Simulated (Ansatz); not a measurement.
# BSiCl+ (doublet): wave-function methods side by side, cc-pVTZ

An exercise on one series of results from a longer session: the logs are not shown, and one member is left open.

Method: cc-pVTZ, core rule «outside noble gas», up to 11 orbitals frozen; program: Ansatz 0.2.0, Gaussian basis.

To be run: UHF; CCSD(T) on ROHF; CCSD(T) on UHF; BCCD(T) on ROHF; CCSDT(Q) on ROHF; CCSDT(Q) on UHF; CASSCF and NEVPT2, 13 electrons in 12 orbitals.

3 further runs of the same task are left out: 3 set aside as unsound or not needed.

### The system

The geometry is a PBE0/def2-TZVP stationary point (not a proven minimum) of the parent state, kept for this charge and spin.

3 atoms, charge 1, spin multiplicity 2.

Atoms are counted from 1 here; the program's logs count them from 0.

Bond lengths: Cl1–B2 1.685 Å, B2–Si3 1.896 Å. Angles: Cl1–B2–Si3 180.0°.

Coordinates:

```xyz
3

Cl    0.0000    0.0000    1.7556
B     0.0000    0.0000    0.0703
Si    0.0000    0.0000   -1.8259
```

Set-up of the first run:

The input, in.yaml:

```yaml
crystal:
  periodic: [false, false, false]
  atoms:
    - {symbol: Cl, position_ang: [0.000000, 0.000000, 1.755629]}
    - {symbol: B, position_ang: [0.000000, 0.000000, 0.070266]}
    - {symbol: Si, position_ang: [0.000000, 0.000000, -1.825895]}
basis:
  gaussian: {orbitals: cc-pVTZ}
total_charge: 1
magnetization: {spin_polarized: true, initial_magnetization: 1}
hamiltonian: {xc: hf}
output: {orbitals: {seedname: orbitals}}
```

Started as:

```sh
$ ansatz run in.yaml --threads 1 --pin off --events-out ev --progress --plain --max-ram 2816MiB --backend cpu
```

Among the steps run: UHF; CCSD(T) on ROHF; CCSD(T) on UHF; BCCD(T) on ROHF; CCSDT(Q) on ROHF; CCSDT(Q) on UHF; CASSCF and NEVPT2, 13 electrons in 12 orbitals.

One table of the session follows, with a row left open; its other results are not shown here.

```
        method  from UCCSDT(Q) (meV)
          ROHF              +10458.5
           UHF              +10324.9
          RMP2               +1603.1
          UMP2               +1781.3
         RCCSD                +567.6
         UCCSD                +576.6
      RCCSD(T)                 +74.4
      UCCSD(T)                 +81.1
       BCCD(T)                     ?
        RCCSDT                 +29.7
        UCCSDT                 +31.0
     RCCSDT(Q)                  +5.4
     UCCSDT(Q)                     0
CASSCF valence               +7658.4
NEVPT2 valence               +1834.6
```

Estimate the missing values for BCCD(T).

**Answer.** from UCCSDT(Q) (meV): +70.5. In the column «from UCCSDT(Q) (meV)» it lies between UCCSDT (+31.0) and RCCSD(T) (+74.4).

Limits of these values: Restricted and unrestricted rows rest on different reference determinants; where their highest levels disagree by more than a few hundredths of an eV, they describe different states and don't form one ladder.
